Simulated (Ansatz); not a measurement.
Geometry optimisation, RKS PBE-D4/def2-SVP (Ansatz 0.2.0).

Input:

```yaml
crystal:
  periodic: [false, false, false]
  atoms:
    - { symbol: Si, position_ang: [-0.872334, 0.297512, -0.610896] }
    - { symbol: H, position_ang: [-0.187378, -2.266975, 0.021478] }
    - { symbol: H, position_ang: [-1.472865, 1.589164, -1.100347] }
    - { symbol: H, position_ang: [-1.965494, -0.50811, 0.034549] }
    - { symbol: Si, position_ang: [0.916515, 0.79916, 0.834315] }
    - { symbol: H, position_ang: [-0.006074, -2.223187, -0.658808] }
    - { symbol: F, position_ang: [-0.309005, -0.496668, -1.963215] }
    - { symbol: H, position_ang: [0.380444, 1.636873, 1.967108] }
    - { symbol: H, position_ang: [1.574464, -0.429303, 1.39672] }
    - { symbol: H, position_ang: [1.941828, 1.601634, 0.078997] }
basis:
  gaussian: { orbitals: def2-SVP }
hamiltonian:
  xc: pbe
  dispersion: d4
relax:
  f_tol: 0.03
  max_steps: 50
```

Launched with:

```bash
$ ansatz run input.yaml --threads 2 --pin off --max-ram 3072MiB --backend cpu --events-out ev --progress --plain --runs-dir out
```

Question: Where does it end, and by what steps?

Answer: It converged. The force dipped under the threshold on the way, but the program's further checks kept it going. After 23 steps the energy has fallen by 0.189 eV; H2 moved furthest, 1.36 Å.

```tsv
step	energy less start (eV)	largest force component (eV/Å)	accepted
0	0.0000	2.552	yes
1	-0.1310	0.247	yes
2	-0.1591	0.166	yes
3	-0.1693	0.177	yes
4	-0.1725	0.077	yes
5	-0.1752	0.013	yes
6	-0.1684	0.536	no
7	-0.1770	0.075	yes
8	-0.1772	0.188	yes
9	-0.1780	0.092	yes
10	-0.1790	0.008	yes
11	-0.1796	0.013	yes
12	-0.1796	0.143	no
13	-0.1803	0.037	yes
14	-0.1805	0.092	yes
15	-0.1810	0.049	yes
16	-0.1816	0.058	yes
17	-0.1831	0.068	yes
18	-0.1830	0.132	no
19	-0.1849	0.055	yes
20	-0.1861	0.070	yes
21	-0.1866	0.169	yes
22	-0.1877	0.111	yes
23	-0.1887	0.030	yes
```

```xyz
10
Properties=species:S:1:pos:R:3
Si -1.109 0.608 -0.532
H 0.874 -3.004 -0.394
H -1.306 1.858 -1.346
H -2.359 0.329 0.258
Si 0.777 0.795 0.864
H 0.456 -2.493 -0.788
F -0.875 -0.648 -1.579
H 0.567 1.969 1.786
H 0.963 -0.448 1.690
H 2.013 1.036 0.041
```

Whether the end is a true minimum wasn't checked by a vibrational analysis.

The run took 17 s on 2 threads of AMD EPYC 9R14 (Zen 4) (shared host), peak memory 0.13 GiB.
